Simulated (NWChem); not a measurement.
Species: NH₂, doublet; SMILES [NH2]

```xyz
3

N      0.0000     0.0000     0.1419
H      0.8041     0.0000    -0.4966
H     -0.8041     0.0000    -0.4966
```
Atoms are numbered in this order, from 1.

In the optimisation the excess spin sits in b2 (C2v, its own frame). The geometry was optimised at PBE0-D3(BJ)/def2-TZVP, spin-unrestricted. No stability test was run on the SCF state.

Symmetry labels are those of C2v in the frame above (b1 and b2, or b-type labels, depend on it).

List the 4 lowest vertical excitations from B3LYP/def2-SVPD, spin-unrestricted, TDA (NWChem).


```json
[
 {"state": "state 1", "energy (eV)": "2.31", "oscillator strength": "0.002", "symmetry of the excitation": "a1", "<S²>": "0.76"},
 {"state": "state 2", "energy (eV)": "6.49", "oscillator strength": "0.000", "symmetry of the excitation": "b1", "<S²>": "0.76"},
 {"state": "state 3", "energy (eV)": "7.68", "oscillator strength": "0.015", "symmetry of the excitation": "b2", "<S²>": "2.51"},
 {"state": "state 4", "energy (eV)": "7.93", "oscillator strength": "0.023", "symmetry of the excitation": "a1", "<S²>": "0.75"}
]
```
